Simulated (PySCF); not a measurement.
Gas-phase reaction: 2 SiH₄ + C₃H₄ (propyne) + C₃H₆ (propylene) ⇌ 2 (CH₃)₃Si

Computed with PySCF (xtb for GFN2) and rigid-rotor harmonic-oscillator thermochemistry at 1 bar. † marks an energy on the PBE0/def2-TZVP geometry and frequencies; other levels use their own. CCSD(T) freezes the core. 6-31G* has spherical d functions here. Open shells (unrestricted): (CH₃)₃Si (multiplicity 2); the rest are closed-shell singlets. GFN2 has no spin-polarisation term. B3LYP is the form with VWN-RPA correlation. (CH₃)₃Si: computed as isolated molecules; such fragments, hydroxides, amides, oligomers or adducts are transient or little studied in the gas. CCSD(T) isn't extrapolated to the basis-set limit. The harmonic model lacks anharmonicity and excited electronic states, which grow with temperature; levels with a mode under 35 cm⁻¹ are left out. Internal rotation in C₃H₆ (propylene), (CH₃)₃Si is treated as a harmonic vibration of one conformer, which makes the entropy rough.

```tsv
level	ΔE electronic, kJ	ΔH°(298 K), kJ	ΔS°(298 K), J/K	ΔG°(1400 K), kJ
B3LYP/def2-TZVP†	-230	-177	-246	146
BLYP/def2-TZVP†	-199	-146	-246	177
CCSD(T)/def2-SVP†	-216	-163	-246	159
GFN2-xTB	91	158	-236	482
HF/6-31G*	-264	-210	-248	117
PBE/def2-TZVP†	-296	-243	-246	80
PBE0/def2-TZVP	-319	-266	-246	57
r2SCAN/def2-TZVP†	-325	-272	-246	51
LDA/def2-TZVP†	-351	-298	-246	24
```
ΔH° is lowest at LDA/def2-TZVP† and highest at GFN2-xTB. No reference value is set beside these.
